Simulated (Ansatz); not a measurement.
in.yaml

```yaml
crystal:
  periodic: [false, false, false]
  atoms:
    - {symbol: P, position_ang: [0.000000, 0.000000, 0.000000]}
    - {symbol: P, position_ang: [0.000000, 0.000000, 2.055800]}
basis:
  gaussian: {orbitals: cc-pVDZ}
magnetization: {spin_polarized: false}
correlation: {method: ccsdt_q, electrons: outside_noble_gas}
```

```sh
$ ansatz run in.yaml --threads 1 --pin off --events-out ev --progress --plain --max-ram 2393MiB
```

The program prints:

```
651 factors; integrals over basis functions are off by at most 1.1e-7 eV
mean field evaluation 1: about -18542.8091 eV, gradient 5.3e0 eV
mean field evaluation 2: about -18542.8128 eV, gradient 5.3e0 eV
mean field evaluation 4: about -18542.9963 eV, gradient 1.9e-1 eV
mean field evaluation 8: about -18542.9963 eV, gradient 2.9e-5 eV
mean field -18542.99629101 eV, -681.4425448004 hartree, gradient 1.0e-6 eV, S^2 0.000000; 0 other end points of the search recorded, 0 dependent functions left out; unrestricted orbitals would lower it
mean field evaluation 16: about -18542.8434 eV, gradient 6.6e0 eV
10 core orbitals not correlated: weight in the atoms' cores, before any rotation towards them, 1.000 or more for the frozen orbitals, at most 0.000 for the correlated occupied ones
reference -18542.99629101 eV, -681.4425448004 hartree; 5, 5 occupied and 21, 21 virtual orbitals, 651 factors
second order -6.70177314 eV of doubles, -0.00000000 eV of singles
cycle   1  -6.54561010 eV  change    1.6e-1 eV  update   1.4e-1
cycle   2  -7.09986741 eV  change   -5.5e-1 eV  update   8.7e-2
cycle   3  -7.49513281 eV  change   -4.0e-1 eV  update   3.3e-2
cycle   4  -7.47293284 eV  change    2.2e-2 eV  update   1.3e-2
cycle   5  -7.49417170 eV  change   -2.1e-2 eV  update   8.3e-3
cycle   6  -7.50911477 eV  change   -1.5e-2 eV  update   3.4e-3
cycle   7  -7.51110304 eV  change   -2.0e-3 eV  update   1.1e-3
cycle   8  -7.51023946 eV  change    8.6e-4 eV  update   3.9e-4
cycle   9  -7.51045118 eV  change   -2.1e-4 eV  update   1.3e-4
cycle  10  -7.51043999 eV  change    1.1e-5 eV  update   5.7e-5
cycle  11  -7.51048569 eV  change   -4.6e-5 eV  update   2.3e-5
cycle  12  -7.51050326 eV  change   -1.8e-5 eV  update   7.9e-6
cycle  13  -7.51051020 eV  change   -6.9e-6 eV  update   2.7e-6
cycle  14  -7.51051331 eV  change   -3.1e-6 eV  update   1.0e-6
cycle  15  -7.51051255 eV  change    7.6e-7 eV  update   3.4e-7
cycle  16  -7.51051231 eV  change    2.4e-7 eV  update   1.5e-7
perturbative correction -0.07811871 eV, -0.0028708096 hartree
Total energy: -18550.58492203 eV, -681.7214218467 hartree
```

For the same geometry and basis RCCSDTQ lies 9.0 meV higher.

Ran on 1 thread of Intel Xeon, shared host: 8 s wall, 0.11 GiB peak host memory.
